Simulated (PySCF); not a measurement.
## Telling isomers of C6H4O2 apart by NMR

- geometry: GFN2-xTB
- NMR shieldings at PBE0/pcSseg-1/GIAO
- J couplings at B3LYP/pcJ-1 (spin–dipole term left out of most H,H and C,H couplings)
- program: PySCF
- single conformer, non-relativistic Hamiltonian, rapidly exchanging positions averaged, isolated molecule

References, each an isolated molecule treated in the same way: TMS for $^{1}$H (σref 31.72) and $^{13}$C (σref 186.93). Multiplet labels drop J under 1 Hz and among equivalent protons, and merge close values. Unscaled 3J(H,H) run several per cent high. Where no couplings were computed, multiplicities follow the n + 1 count of equivalent neighbours, and m marks all less simple cases (inequivalent or close neighbours, rings, F or P nearby). Acid and N–H amide carbonyl carbons lie up to 10 ppm further downfield in solution (hydrogen bonding). Shifts are as computed. Against solution values, carbons near 30 ppm lie about +3 ppm off and those near 130 ppm about +5 ppm. Of 1211 compounds with measured shifts, 218 miss one by over three times the rms of a fit or turn the order of signals round; such compounds aren't used in these exercises. OH and NH positions are gas-phase values without hydrogen bonding to other molecules.

(1) Tabulate the signals of `C#CC#CCC(=O)O`, `O=C1C=CC(=O)C=C1`, `C#CC(=O)C(=C)C=O`, `O=C1C=CC=CC1=O` and their relative energies.

(2) What is the quickest way to tell C#CC#CCC(=O)O from O=C1C=CC=CC1=O?

(3) What is the quickest way to tell O=C1C=CC(=O)C=C1 from C#CC(=O)C(=C)C=O?

(4) What is the quickest way to tell C#CC(=O)C(=C)C=O from O=C1C=CC=CC1=O?

Answers

(1) 
```json
{"SMILES": "C#CC#CCC(=O)O", "carbon types": "4×C 1×CH 1×CH2", "δC": "172.6, 78.3, 74.1, 72.6, 72.5, 26.5", "δH": "6.18 (br s, 1H), 3.45 (d, 2H), 1.24 (t, 1H)", "E rel. (kcal/mol)": "49.7"}
{"SMILES": "O=C1C=CC(=O)C=C1", "carbon types": "2×C 4×CH", "δC": "193.9, 141.6", "δH": "6.83 (s, 4H)", "E rel. (kcal/mol)": "0.0"}
{"SMILES": "C#CC(=O)C(=C)C=O", "carbon types": "3×C 2×CH 1×CH2", "δC": "193.8, 180.8, 151.2, 146.1, 90.5, 82.2", "δH": "10.52 (s, 1H), 7.64 (br s, 1H), 7.26 (br s, 1H), 2.97 (s, 1H)", "E rel. (kcal/mol)": "52.3"}
{"SMILES": "O=C1C=CC=CC1=O", "carbon types": "2×C 4×CH", "δC": "185.2, 143.7, 136.7", "δH": "7.03 (m, 2H), 6.24 (d, 2H)", "E rel. (kcal/mol)": "7.3"}
```

Energies are electronic energies at PBE0/pcSseg-1 on these geometries, without zero-point or thermal terms, each for the one conformer computed, which needn't be the lowest.

(2) Count the carbon signals: 6 against 3. The first has an alkyne carbon (C) at 78.3 ppm, the second a β carbon of a C=C–C=O unit (CH) at 143.7 ppm. Their most deshielded carbons lie at 172.6 and 185.2 ppm. In the proton spectra the most deshielded non-exchanging signals are 3.45 (d, J = 2.2 Hz, 2H) and 7.03 (m, 2H).

(3) Count the carbon signals: 2 against 6. The first has a β carbon of a C=C–C=O unit (CH) at 141.6 ppm, the second a β carbon of a C=C–C=O unit (CH2) at 151.2 ppm. Their most deshielded carbons lie at 193.9 and 193.8 ppm. In the proton spectra the most deshielded non-exchanging signals are 6.83 (s, 4H) and 10.52 (s, 1H).

(4) Count the carbon signals: 6 against 3. The first has a β carbon of a C=C–C=O unit (CH2) at 151.2 ppm, the second a β carbon of a C=C–C=O unit (CH) at 143.7 ppm. Their most deshielded carbons lie at 193.8 and 185.2 ppm. In the proton spectra the most deshielded non-exchanging signals are 10.52 (s, 1H) and 7.03 (m, 2H).
